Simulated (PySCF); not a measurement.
**Nonlinear optical response: `C=C(C)C1CC1`, C$_{6}$H$_{10}$**

Cartesian coordinates in Å; atom numbers follow the order of the lines, from 1:
```xyz
16

C    -0.7963    1.3284   -0.7520
C    -0.7066    0.1126   -0.1969
C    -1.9050   -0.7785   -0.0583
C     0.5679   -0.4607    0.3284
C     1.8917   -0.1717   -0.3340
C     1.5977    0.4076    1.0076
H    -1.7510    1.7091   -1.1225
H     0.0704    1.9872   -0.8584
H    -2.0834   -1.0315    1.0005
H    -1.7448   -1.7338   -0.5862
H    -2.8140   -0.3101   -0.4597
H     0.4606   -1.4687    0.7402
H     2.6177   -0.9858   -0.4062
H     1.8680    0.4917   -1.2028
H     1.3679    1.4746    1.0734
H     2.1169    0.0017    1.8799
```

Computed with PySCF, quadratic response CAM-B3LYP/def2-TZVPD first hyperpolarisability, Taylor convention, gas phase. Geometry: PBE0-D3(BJ)/def2-SVP.

(1) Give β for the processes computed.

(2) Which lowest excitations, dipole and polarisabilities go with it?

Answers

(1) In au, Taylor convention; the vector part is βᵢ = ⅓ Σⱼ (βᵢⱼⱼ + βⱼᵢⱼ + βⱼⱼᵢ); β∥ is 3/5 of the vector part along the dipole, the dipole points from − to +:
```
                   process  λ (nm)  β vector norm    β∥  β HRS  depolarisation ratio
           static β(0;0,0)       ∞          117.5  65.4   51.5                  4.22
second harmonic β(−2ω;ω,ω)    1907          125.0  69.8   54.5                  4.24
         Pockels β(−ω;ω,0)    1907          119.9  66.8      –                     –
second harmonic β(−2ω;ω,ω)    1064          144.4  81.1   62.5                  4.26
         Pockels β(−ω;ω,0)    1064          125.6  70.1      –                     –
```

(2) S1 6.26 eV (f = 0.017); S2 6.41 eV (f = 0.256); S3 6.71 eV (f = 0.015); dipole 0.70 D; isotropic α 72.6 au static, 72.8 au at 1907 nm, 73.2 au at 1064 nm, 73.4 au at 953.5 nm, 75.4 au at 532 nm.
